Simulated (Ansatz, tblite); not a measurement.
# The cluster ScO₃: rung by rung

How do method and basis change the picture of the cluster ScO₃ (doublet)?

Program: Ansatz 0.2.0, Gaussian basis. Level of theory: as each input shows. These are calculated values, not measurements.

Levels to be run: GFN1-xTB, GFN2-xTB, PBE-D4/def2-TZVP, r2SCAN-D4/def2-TZVP, r2SCAN0-D4/def2-TZVP, BHLYP-D4/def2-TZVP, PBE-QIDH/def2-TZVP, LDA/def2-TZVP, ωB97X-V/def2-TZVP, PBE+5HF/def2-TZVP, PBE+10HF/def2-TZVP, PBE+15HF/def2-TZVP, PBE+35HF/def2-TZVP, PBE+50HF/def2-TZVP, PBE-D4/def2-SVP, PBE0-D4/def2-SVP, HF/STO-3G, HF/6-31G, B3LYP-D4/6-31G, PBE0-D4/def2-TZVPD, PBE-D4/def2-TZVPD, r2SCAN-D4/def2-TZVPD, CCSD(T)/def2-TZVPP, MP2/def2-TZVP, RPA/def2-TZVP.

1 further run of the same task is left out (set aside as unsound or not needed).

### Step 1. The relaxed structure

The doublet was relaxed beforehand with r2SCAN-D4/def2-TZVP. At that level it is the lowest of the isomers that a small search found.

4 atoms, charge 0, spin multiplicity 2.

Bond lengths: Sc1–O2 2.091 Å, Sc1–O3 1.682 Å, Sc1–O4 2.092 Å, O2–O4 1.329 Å. Angles: O2–Sc1–O3 116.5°, O2–Sc1–O4 37.1°, O3–Sc1–O4 116.1°, Sc1–O2–O4 71.5°, Sc1–O4–O2 71.4°.

No spin-orbit coupling is included.

PBE0-D4/def2-TZVP was run before; its log isn't repeated, and its numbers join the tables.

### Step 2. GFN1-xTB

Tight binding, by tblite at 300 K electronic temperature and without a spin-polarisation term:

```python
tblite.interface.Calculator('GFN1-xTB', numbers, positions, charge=0, uhf=1).singlepoint()
```

Energy -405.8961 eV; 0.004 s.

### Step 3. GFN2-xTB

Tight binding, by tblite at 300 K electronic temperature and without a spin-polarisation term:

```python
tblite.interface.Calculator('GFN2-xTB', numbers, positions, charge=0, uhf=1).singlepoint()
```

Energy -354.6374 eV; 0.005 s.

### Step 4. PBE-D4/def2-TZVP

start.molden holds the orbitals of an earlier run on this state, given as this run's starting guess.

Input file in.yaml:

```yaml
crystal:
  periodic: [false, false, false]
  atoms:
    - {symbol: Sc, position_ang: [0.198637, -0.634561, 0.572747]}
    - {symbol: O, position_ang: [-1.243441, 0.594870, -0.311590]}
    - {symbol: O, position_ang: [1.332521, -1.325509, -0.460017]}
    - {symbol: O, position_ang: [-0.287716, 1.365200, 0.198860]}
basis:
  gaussian: {orbitals: def2-TZVP, initial_orbitals: start.molden}
magnetization: {spin_polarized: true, initial_magnetization: 1}
hamiltonian: {xc: pbe, dispersion: d4}
scf: {omitted_lower_state_checks: [starts]}
output: {orbitals: {seedname: orbitals}}
```

The run is started by

```sh
$ ansatz run in.yaml --threads 4 --pin off --events-out ev --progress --plain --max-ram 3916MiB
```

Further steps of the session: r2SCAN-D4/def2-TZVP; r2SCAN0-D4/def2-TZVP; BHLYP-D4/def2-TZVP; PBE-QIDH/def2-TZVP; LDA/def2-TZVP; ωB97X-V/def2-TZVP; PBE+5HF/def2-TZVP; PBE+10HF/def2-TZVP; PBE+15HF/def2-TZVP; PBE+35HF/def2-TZVP; PBE+50HF/def2-TZVP; PBE-D4/def2-SVP; PBE0-D4/def2-SVP; HF/STO-3G; HF/6-31G; B3LYP-D4/6-31G; PBE0-D4/def2-TZVPD; PBE-D4/def2-TZVPD; r2SCAN-D4/def2-TZVPD; CCSD(T)/def2-TZVPP; MP2/def2-TZVP; RPA/def2-TZVP.

**Question.** What will the summary of the whole plan be? Wanted: gap in def2-TZVP, named functionals, smallest and largest; gap over the share of exact exchange; correlation energy, CCSD(T)/def2-TZVPP; correlation energy, MP2/def2-TZVP; binding an atom, CCSD(T)/def2-TZVPP; ⟨S²⟩ in def2-TZVP, named functionals, smallest and largest; PBE0 total energy, smallest basis above largest.

The runs gave:

| quantity | value |
| --- | --- |
| gap in def2-TZVP, named functionals, smallest and largest | 0.97 eV (LDA), 9.15 eV (ωB97X-V) |
| gap over the share of exact exchange | 1.24 eV at 0, 7.29 eV at 0.5 |
| correlation energy, CCSD(T)/def2-TZVPP | -28.62 eV |
| correlation energy, MP2/def2-TZVP | -27.19 eV |
| binding an atom, CCSD(T)/def2-TZVPP | 3.596 eV |
| ⟨S²⟩ in def2-TZVP, named functionals, smallest and largest | 0.753, 0.764 |
| PBE0 total energy, smallest basis above largest | 10.20 eV (def2-SVP, def2-TZVPD) |

What this shows: Over the named functionals in def2-TZVP the gap runs from 0.97 eV (LDA) to 9.15 eV (ωB97X-V); exact exchange widens it. Raising the share of exact exchange from 0 to 0.5 moves the HOMO by -3.14 eV and the LUMO by +2.91 eV. A small miss in a minimal or small basis is a cancelling of errors, not accuracy. The functionals in def2-TZVP miss CCSD(T)/def2-TZVPP by -0.421 (BHLYP-D4) to +1.372 eV (LDA) an atom. The reference is CCSD(T) in one finite basis, so it carries an error of its own, often a tenth of an eV or more, and near misses can't be ranked. Over the named functionals in def2-TZVP spin contamination reaches 0.01 (BHLYP-D4), which is small.
